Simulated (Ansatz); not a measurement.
One change: `CCCOCC` becomes `CCCOCF`.

Ansatz, PBE0-D4/def2-TZVP geometries, multiplicity 1. Each molecule was computed in one conformer, which needn't be the lowest.

```json
{"property": "size of the dipole moment (ωB97M-V/def2-TZVPP) / D", "`CCCOCC`": "1.20"}
{"property": "LUMO energy (PBE/def2-TZVPP) / eV", "`CCCOCC`": "0.51"}
{"property": "HOMO energy (PBE0/def2-TZVPP) / eV", "`CCCOCC`": "-7.22"}
{"property": "HOMO energy (ωB97M-V/def2-TZVPP) / eV", "`CCCOCC`": "-9.63"}
{"property": "HOMO energy (PBE/def2-TZVPP) / eV", "`CCCOCC`": "-5.67"}
{"property": "LUMO energy (B3LYP/def2-TZVPP) / eV", "`CCCOCC`": "0.96"}
```

Question: Give the same properties after the change, and the shifts. (Best estimate.)

Answer: Ansatz gave: 
| property | `CCCOCF` | shift |
| --- | --- | --- |
| size of the dipole moment (ωB97M-V/def2-TZVPP) / D | 1.63 | 0.43 |
| LUMO energy (PBE/def2-TZVPP) / eV | 0.50 | -0.01 |
| HOMO energy (PBE0/def2-TZVPP) / eV | -8.29 | -1.07 |
| HOMO energy (ωB97M-V/def2-TZVPP) / eV | -10.69 | -1.06 |
| HOMO energy (PBE/def2-TZVPP) / eV | -6.73 | -1.06 |
| LUMO energy (B3LYP/def2-TZVPP) / eV | 0.94 | -0.02 |

Dipoles are sizes alone; their direction can turn.

B3LYP here is the variant with VWN-RPA as its local correlation; programs differ in this.
